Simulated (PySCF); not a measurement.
# Working out the ionisation energy of Ne

Ne [Ne] (1S) → Ne+ [He] 2s2 2p5 (2P). All numbers are calculated (PySCF 2.14, the spin-free X2C one-electron Hamiltonian (Gaussian nucleus), in aug-cc-pCVTZ-DK). Frozen: nothing. Energies in hartree (1 hartree = 27.21139 eV):

```csv
part,Ne (lower),Ne+ (upper)
UHF,-128.670277,-127.947433
CCSD correlation,-0.339707,-0.276550
(T),-0.005852,-0.003181
```

Question: What does Hartree-Fock give?

Answer: (-127.947433) − (-128.670277) = 0.722844 hartree = 19.670 eV.

Question: What do CCSD and CCSD(T) give?

Answer: The CCSD correlation energies differ by 0.063157 hartree = 1.719 eV and the triples by 0.002671 hartree = 0.073 eV, so CCSD gives 21.389 eV and CCSD(T) 21.462 eV.

Measured between the centres of the two terms (NIST): 21.597 eV, so CCSD(T) (valence and next inner shell) is off by -0.135 eV.

What remains against the reference includes basis incompleteness and higher excitations.
